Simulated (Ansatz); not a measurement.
Born–Oppenheimer molecular dynamics of BH5N2 (8 atoms, charge 0, multiplicity 1). It goes on from the last frame of an earlier run, with new velocities.

Computed with RKS B3LYP-D4/6-31G* in Ansatz 0.2.0.

```json
{
  "ensemble": "NVE (velocity Verlet)",
  "time step": "0.5 fs",
  "steps asked": "250",
  "starting velocities drawn for": "100 K",
  "seed": "540480"
}
```

First frame:

```xyz
8
Properties=species:S:1:pos:R:3
B 0.102 0.141 0.073
N 0.029 -0.145 1.433
H -0.820 -0.095 1.985
H 0.735 -0.553 2.028
N 1.266 0.013 -0.702
H 2.247 0.096 -0.234
H 1.194 0.348 -1.653
H -0.939 0.446 -0.645
```

Q: What does the run give?

A: All steps were run.

```json
{
  "steps done": "250",
  "time covered": "125 fs",
  "mean temperature over the second half": "276 K",
  "spread of the potential energy over the second half": "6.9 meV per atom",
  "mean potential energy of the second half above the start": "-17.3 meV per atom"
}
```

The conserved energy stayed within 0.56 meV per atom of its start (net change -0.36 meV per atom), so the integration is sound. The kinetic energy rose, since the run started high on the potential surface and went downhill. A run of 0.12 ps of so small a system gives no equilibrium averages.

Q: What happens to the structure?

A: The same pairs are bonded in the first frame and the last. Pairs count as bonded within 1.25 times the sum of covalent radii (0.12 Å more for H–H). This is one draw of velocities; another would differ in detail.

Q: How do temperature and energy run in time?

A: 
```
time (fs)  T (K)  potential energy less start (eV)  conserved less start (meV/atom)
        0    100                             0.000                             0.00
     11.5    242                            -0.112                            -0.20
       23    286                            -0.145                            -0.05
     34.5    418                            -0.251                            -0.51
       46    271                            -0.135                            -0.20
     57.5    235                            -0.106                            -0.14
       69    222                            -0.096                            -0.12
     80.5    333                            -0.184                            -0.38
       92    327                            -0.178                            -0.27
    103.5    240                            -0.110                            -0.12
      115    309                            -0.165                            -0.31
```

Time of the run: 3 min on 1 thread of Intel(R) Xeon(R) 6975P-C (Granite Rapids), on a shared host, peak memory 0.12 GiB.
